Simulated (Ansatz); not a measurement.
Species: C$_{4}$H$_{3}$O (charge -1, singlet). It need not be the lowest isomer of its formula. Whether it binds its extra electron was not tested at this geometry. 
Geometry from a B3LYP-D3(BJ)/def2-TZVP (Ansatz, a quantum-chemistry and plane-wave program) optimisation:
```
C
C 1 1.3578
O 2 1.3627 1 109.98
H 2 1.0810 1 132.50 3 -180.00
H 1 1.0824 2 125.87 4 0.00
C 3 1.4320 2 110.53 4 180.00
C 6 1.3885 3 102.99 2 0.00
H 7 1.0831 6 123.79 3 180.00
```
Charge -1, spin multiplicity 1.

Parts of the frozen-core correlation energy in 6-31G (Ansatz, hartree). Frozen orbitals: 5; correlated occupied orbitals by spin: 13 and 13; virtual: 33 and 33. Spin-orbit coupling is left out. No relativistic terms.

| term | value |
|---|---|
| reference (HF) | -227.86432 |
| MP2 opposite-spin | [?] |
| MP2 same-spin | [?] |
| CCSD correlation | -0.49635 |
| (T) | [?] |
| T1 diagnostic | 0.016 |
| largest doubles amplitude | 0.079 |

Task: What belongs in the gaps?

Result: 
- MP2 opposite-spin, value: -0.34961
- MP2 same-spin, value: -0.12111
- (T), value: -0.01880
